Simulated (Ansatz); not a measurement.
**C2H (doublet): from Hartree-Fock to the top rungs at distance C1–C2 = 2.677 Å, 6-31G**

Aim: climb from Hartree-Fock through coupled cluster and multireference methods for C2H (doublet) at one geometry and basis, and see what each rung misses.

Computed with Ansatz 0.2.0, Gaussian basis. Level: 6-31G, core rule «outside noble gas», up to 2 orbitals frozen.

To be run: UHF; CCSD(T) on ROHF; CCSD(T) on UHF; BCCD(T) on ROHF; CISD; CCSDT(Q) on ROHF; CCSDT(Q) on UHF; CISDTQ; CASSCF and MRCISD+Q, 3 electrons in 3 orbitals; CASSCF and NEVPT2, 3 electrons in 3 orbitals; CASSCF and MRCISD+Q, 9 electrons in 9 orbitals; CASSCF and NEVPT4(SD), 9 electrons in 9 orbitals; CASSCF and NEVPT2, 9 electrons in 9 orbitals; Full CI.

31 further runs of the same task are left out: 5 for a known fault of the program, 22 that didn't finish, 4 set aside as unsound or not needed.

## Step 1: What is computed

The geometry derives from a PBE0/def2-TZVP stationary point (not a proven minimum). One bond is set to the value named and the two fragments are kept rigid.

3 atoms, charge 0, spin multiplicity 2.

Atoms are counted from 1 here; the program's logs count them from 0.

Bond lengths: C1–H3 1.066 Å.

## Step 2: UHF

File in.yaml:

```yaml
crystal:
  periodic: [false, false, false]
  atoms:
    - {symbol: C, position_ang: [0.000000, 0.000000, 0.536994]}
    - {symbol: C, position_ang: [0.000000, 0.000000, -2.140006]}
    - {symbol: H, position_ang: [0.000000, 0.000000, 1.603011]}
basis:
  gaussian: {orbitals: 6-31G}
magnetization: {spin_polarized: true, initial_magnetization: 1}
hamiltonian: {xc: hf}
output: {orbitals: {seedname: orbitals}}
```

Launch:

```
> ansatz run in.yaml --threads 1 --pin off --events-out ev --progress --plain --max-ram 2393MiB
```

Further steps of the session: CCSD(T) on ROHF; CCSD(T) on UHF; BCCD(T) on ROHF; CISD; CCSDT(Q) on ROHF; CCSDT(Q) on UHF; CISDTQ; CASSCF and MRCISD+Q, 3 electrons in 3 orbitals; CASSCF and NEVPT2, 3 electrons in 3 orbitals; CASSCF and MRCISD+Q, 9 electrons in 9 orbitals; CASSCF and NEVPT4(SD), 9 electrons in 9 orbitals; CASSCF and NEVPT2, 9 electrons in 9 orbitals; Full CI.

Q: Predict the results of all the runs planned. Wanted: FCI from the RHF energy; RMP2 from FCI; UMP2 from FCI; RCCSD from FCI; RCCSD(T) from FCI; UCCSD(T) from FCI; RCCSDT(Q) from FCI; UCCSDT(Q) from FCI; T1 diagnostic.

As calculated:

```
                         quantity        value
          FCI from the ROHF energy   -5.4624 eV
                    RMP2 from FCI  +2584.2 meV
                    UMP2 from FCI   +978.1 meV
                   RCCSD from FCI   +333.0 meV
                RCCSD(T) from FCI   +202.5 meV
                UCCSD(T) from FCI   +145.7 meV
               RCCSDT(Q) from FCI   +143.1 meV
               UCCSDT(Q) from FCI    +45.1 meV
levels within 1 kcal/mol (43 meV)         none
                    T1 diagnostic        0.288
   effectively unpaired electrons         3.95
```

**Reading.** RCCSD(T) lands +202.5 meV from the yardstick (3.7 % of the correlation energy). CCSD(T) misses by +202.5 meV on the restricted determinant and by +145.7 meV on the unrestricted one; the two need not hold the same state or core. With 3.9 effectively unpaired electrons against 1 the state is strongly multireference. Coupled cluster took another determinant than the lowest Hartree-Fock one. These misses are within one basis, not against nature; the frozen cores of restricted and unrestricted runs differ, which can shift their rows.

Levels on UHF freeze UHF's core orbitals, full CI those of ROHF, so the U rows can settle a little off it for that reason alone.

With open shells the CI space here admits some triples and quadruples, so it is larger than plain CISD.
